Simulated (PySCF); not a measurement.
C₃H₇, SMILES C[CH]C (connectivity only; charge and spin as stated), charge +1, multiplicity 1. Geometry optimised at PBE0-D3(BJ)/def2-TZVP. The multiplicity is an assumed one; other spin states were not compared. The isomer is the one that the SMILES or the coordinates give; other isomers of the formula were not compared.

Method: PBE0-D3(BJ)/def2-TZVP run with PySCF.

Harmonic wavenumbers (cm⁻¹): 160, 180, 421, 605, 677, 931, 966, 1088, 1202, 1251, 1282, 1301, 1349, 1355, 1435, 1478, 1554, 2876, 2890, 3077, 3078, 3141, 3187, 3190. Rotational constants (GHz): 41.21, 8.658, 7.810; symmetry number 2.

Problem. Work out the zero-point energy and the ideal-gas rigid-rotor harmonic-oscillator thermochemistry at 298.15 K and 1 atm.

Solution. ZPE = ½ Σ hcν = ½ × 38677 cm⁻¹ = 231.34 kJ/mol. H − E(el) = 246.48 kJ/mol. Entropy in J/(mol K): translation 155.68, rotation 87.42, vibration 29.49, total 272.59. G − E(el) = 165.21 kJ/mol. Cp = 72.63 J/(mol K).
